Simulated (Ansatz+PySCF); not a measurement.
The numbers below are computed, except where a source is named.
Input for Ansatz (development build ahead of 0.2.0):

```yaml
crystal:
  periodic: [false, false, false]
  atoms:
    - { symbol: "N", position_ang: [0.0, 0.0, -0.49317] }
    - { symbol: O, position_ang: [0.0, 1.1461, 0.21576] }
    - { symbol: O, position_ang: [0.0, -1.1461, 0.21576] }
basis:
  gaussian: { orbitals: def2-SVP }
total_charge: -1
magnetization:
  spin_polarized: true
hamiltonian:
  xc: hf
scf:
  omitted_lower_state_checks: [stability, starts, atomic_configurations, cluster_reference, orbital_swaps, given_window_search, neighbouring_geometries, increment]
```

The input is written out in the form of the current development build from the run's settings.

Output:

- Converged: yes
- Total energy: -203.85900 hartree
- Spin squared of the determinant: 0.000
- Occupied orbitals by symmetry in an Abelian subgroup (alpha; beta): 6 A1 1 A2 1 B1 4 B2; 6 A1 1 A2 1 B1 4 B2

This is not the lowest solution: another run reaches a determinant 0.12 eV lower. Caution: no diffuse functions for an anion.
